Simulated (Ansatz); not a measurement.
Coupled-cluster diagnostics for Al3H (the lowest singlet isomer of a short search), Ansatz.

Geometry of the singlet (PBE-D4/def2-TZVP):

```csv
atom,x (Å),y (Å),z (Å)
Al1,0.284,1.809,-0.663
Al2,-1.175,0.112,-1.549
Al3,0.211,-0.455,0.524
H4,0.681,-1.466,1.688
```

Correlated methods freeze 15 core orbitals. At PBE0-D4/def2-TZVP a broken-symmetry singlet of charge 0 lies 0.10 eV below the triplet, each at its own geometry. At PBE0-D4/def2-TZVP a broken-symmetry singlet of charge 0 lies 1.13 eV below the quintet, each at its own geometry. The structure comes from a short search, and lower isomers may exist.

Geometry of the charge 0 triplet (PBE-D4/def2-TZVP):

```xyz
4

Al   -0.862    1.763    0.464
Al    1.430    0.814    1.166
Al   -0.136   -0.615   -0.389
H    -0.432   -1.962   -1.241
```

Geometry of the charge 0 quintet (PBE-D4/def2-TZVP):

Cartesian coordinates in Å:
```
Al 1.577 -1.201 0.658
Al -1.427 -1.525 0.016
Al -0.032 0.589 -0.146
H -0.117 2.138 -0.529
```

Task: Estimate the CCSD(T) correlation energy, the shares of MP2 and (T), T1 and the reference's ⟨S²⟩ for: charge 0, singlet, own geometry in def2-TZVPP; charge 0, singlet, own geometry in def2-TZVPD; charge 0, triplet, own geometry in def2-TZVPP; charge 0, quintet, own geometry in def2-TZVPP; charge 1, doublet, vertical in def2-TZVPP; charge -1, doublet, vertical in def2-TZVPD; and the rough time on 4 threads of Intel Xeon 6975P-C on a shared host.

Result: 
| state | basis | correlation (eV) | MP2 share (%) | (T) share (%) | T1 | ⟨S²⟩ (pure) | wall time | remarks |
| --- | --- | --- | --- | --- | --- | --- | --- | --- |
| charge 0, singlet, own geometry | def2-TZVPP | -7.293 | 84.1 | 7.8 | 0.021 | 0.00 (0.00) | 2.5 s | large T1, restricted SCF unstable |
| charge 0, singlet, own geometry | def2-TZVPD | -7.202 | 83.6 | 7.8 | 0.021 | 0.00 (0.00) | 2.4 s | large T1, restricted SCF unstable |
| charge 0, triplet, own geometry | def2-TZVPP | -6.404 | 76.2 | 6.8 | 0.066 | 2.31 (2.00) | 4.7 s | large T1, spin-contaminated |
| charge 0, quintet, own geometry | def2-TZVPP | -5.700 | 77.5 | 6.0 | 0.029 | 6.04 (6.00) | 3 s | – |
| charge 1, doublet, vertical | def2-TZVPP | -5.906 | 70.1 | 6.8 | 0.109 | 1.47 (0.75) | 3.8 s | large T1, spin-contaminated |
| charge -1, doublet, vertical | def2-TZVPD | -7.283 | 73.9 | 8.3 | 0.126 | 1.66 (0.75) | 8 s | large T1, spin-contaminated |
Customary marks for T1 are 0.02 (closed shells), 0.045 (open shells) and about 0.05 (3d metals). T1 exceeds 0.02 in 6 of 6 rows and 0.045 in 3; the higher it lies, the less the single-reference result can be trusted.
